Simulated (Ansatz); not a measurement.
A structure drawn as `O=CC(F)S`, with this starting geometry:

```xyz
8

O     0.013    0.971    1.512
C    -0.526    0.739    0.497
C    -0.185   -0.416   -0.403
F    -0.198   -0.063   -1.690
S     1.343   -1.270    0.032
H    -1.394    1.352    0.177
H    -1.062   -1.163   -0.342
H     2.009   -0.151    0.217
```

The species carries charge 0 and has multiplicity 1.

Task: Does it keep its bonds when Ansatz relaxes it at PBE-D4/def2-SVP and then PBE0-D4/def2-TZVP?

Result: Yes, every drawn bond is still there and no new one forms.

Task: Give the relaxed structure. (An estimate is asked.)

Result: Computed: 
Z-matrix (Å, degrees):
```
C
C 1 1.525
S 1 1.779 2 114.5
F 1 1.386 2 105.2 3 -125.2
H 1 1.096 2 109.0 3 120.7
O 2 1.193 1 125.4 3 -9.3
H 2 1.108 1 112.3 3 169.2
H 3 1.344 1 95.2 2 -23.8
```
All modes are real.

Atoms count as bonded under 1.1 times the sum of their covalent radii (H–H under 0.85 Å, pairs among N, O and F under 1.55 Å), and a drawn bond as lost past 1.3 times.
